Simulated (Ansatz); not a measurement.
Breaking a bond: SH, doublet.

Calculation: full CI/aug-cc-pVDZ, frozen core (Ansatz, a first-principles code).

Relative to R = 1.35 Å, what are the energies at R = 1.07, 1.16, 2.42, 4.76 Å?

181.1 kJ/mol at 1.07 Å, 72.3 kJ/mol at 1.16 Å, 279.3 kJ/mol at 2.42 Å, 336.8 kJ/mol at 4.76 Å.
